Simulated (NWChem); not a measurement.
System: acetylene (C$_{2}$H$_{2}$); SMILES C#C

NWChem printed, in part:

```
             Northwest Computational Chemistry Package (NWChem) 7.3.0
             --------------------------------------------------------

 ORDER OF PRIMARY AXIS IS BEING SET TO 4
 D4H symmetry detected

 AUTOZ failed to generate good internal coordinates.
 Cartesian coordinates will be used in optimizations.

                             Geometry "geometry" -> ""
                             -------------------------

 Output coordinates in angstroms (scale by  1.889725989 to convert to a.u.)

  No.       Tag          Charge          X              Y              Z
 ---- ---------------- ---------- -------------- -------------- --------------
    1 C                    6.0000     0.00000000     0.00000000    -0.60426500
    2 C                    6.0000     0.00000000     0.00000000     0.60426500
    3 H                    1.0000     0.00000000     0.00000000    -1.67924200
    4 H                    1.0000     0.00000000     0.00000000     1.67924200

 Effective nuclear repulsion energy (a.u.)      24.6089184991

      Symmetry information
      --------------------

 Group name             D4h
 Group number             28
 Group order              16
 No. of unique centers     2

                           NWChem Geometry Optimization
                           ----------------------------

 maximum gradient threshold         (gmax) =   0.000450
 rms gradient threshold             (grms) =   0.000300
 maximum cartesian step threshold   (xmax) =   0.001800
 rms cartesian step threshold       (xrms) =   0.001200
 fixed trust radius                (trust) =   0.300000
 source of zmatrix                         =

          -------------------
          Energy Minimization
          -------------------

 Using diagonal initial Hessian

          --------
          Step   0

                                 NWChem DFT Module
                                 -----------------

 Summary of "ao basis" -> "ao basis" (spherical)
 ------------------------------------------------------------------------------
       Tag                 Description            Shells   Functions and Types
 ---------------- ------------------------------  ------  ---------------------
 C                          def2-svp                 6       14   3s2p1d
 H                          def2-svp                 3        5   2s1p

      Symmetry analysis of basis
      --------------------------

[...]

      ----------------------
      Optimization converged
      ----------------------

  Step       Energy      Delta E   Gmax     Grms     Xrms     Xmax
  ---- ---------------- -------- -------- -------- -------- --------
@    3     -77.23863402 -1.3D-07  0.00001  0.00000  0.00021  0.00052
                                     ok       ok       ok       ok

                         Geometry "geometry" -> "geometry"
                         ---------------------------------

 Output coordinates in angstroms (scale by  1.889725989 to convert to a.u.)

  No.       Tag          Charge          X              Y              Z
 ---- ---------------- ---------- -------------- -------------- --------------
    1 C                    6.0000     0.00000000     0.00000000    -0.60949471
    2 C                    6.0000     0.00000000     0.00000000     0.60949471
    3 H                    1.0000     0.00000000     0.00000000    -1.68954848
    4 H                    1.0000     0.00000000     0.00000000     1.68954848

 Effective nuclear repulsion energy (a.u.)      24.4261431682

      Symmetry information
      --------------------

 Group name             D4h
 Group number             28
 Group order              16
 No. of unique centers     2

[...]

 Rotational Constants
 --------------------
 A=   0.000000 cm-1  (  0.000000 K)
 B=   1.149177 cm-1  (  1.653372 K)
 C=   1.149177 cm-1  (  1.653372 K)

 Temperature                      =   298.15K
 frequency scaling parameter      =   1.0000

 Linear Molecule

 Zero-Point correction to Energy  =   16.512 kcal/mol  (  0.026314 au)
 Thermal correction to Energy     =   18.289 kcal/mol  (  0.029145 au)
 Thermal correction to Enthalpy   =   18.881 kcal/mol  (  0.030089 au)

 Total Entropy                    =   47.907 cal/mol-K
   - Translational                =   35.688 cal/mol-K (mol. weight =  26.0157)
   - Rotational                   =   10.928 cal/mol-K (symmetry #  =        2)
   - Vibrational                  =    1.290 cal/mol-K

 Cv (constant volume heat capacity) =    8.364 cal/mol-K
   - Translational                  =    2.979 cal/mol-K
   - Rotational                     =    1.986 cal/mol-K
   - Vibrational                    =    3.399 cal/mol-K

[normal modes left out]

 ----------------------------------------------------------------------------
 Normal Eigenvalue ||           Projected Infra Red Intensities
  Mode   [cm**-1]  || [atomic units] [(debye/angs)**2] [(KM/mol)] [arbitrary]
 ------ ---------- || -------------- ----------------- ---------- -----------
    1       -0.000 ||    0.000000           0.000         0.000       0.000
    2        0.000 ||    0.000000           0.000         0.000       0.000
    3        0.000 ||    0.000000           0.000         0.000       0.000
    4        0.000 ||    0.000000           0.000         0.000       0.000
    5        0.000 ||    0.000000           0.000         0.000       0.000
    6      634.994 ||    0.000000           0.000         0.000       0.000
    7      634.994 ||    0.000000           0.000         0.000       0.000
    8      750.624 ||    0.076780           1.771        74.849      38.029
    9      750.624 ||    0.076780           1.771        74.849      38.029
   10     2005.061 ||    0.000000           0.000         0.000       0.000
   11     3342.323 ||    0.088716           2.047        86.485      43.941
   12     3437.312 ||    0.000000           0.000         0.000       0.000
 ----------------------------------------------------------------------------
```

Level: BLYP/def2-SVP. 

Task: Which NWChem input produces such a log?

Result: Several could match; the one computed here: the input that was run:
```
start job
memory heap 200 mb stack 900 mb global 1100 mb
geometry units angstroms
  C      0.000000     0.000000    -0.604265
  C      0.000000     0.000000     0.604265
  H      0.000000     0.000000    -1.679242
  H      0.000000     0.000000     1.679242
end
basis spherical
  * library def2-svp
end
dft
  xc becke88 lyp
  iterations 150
end
driver
  maxiter 120
end
task dft optimize
task dft freq
```
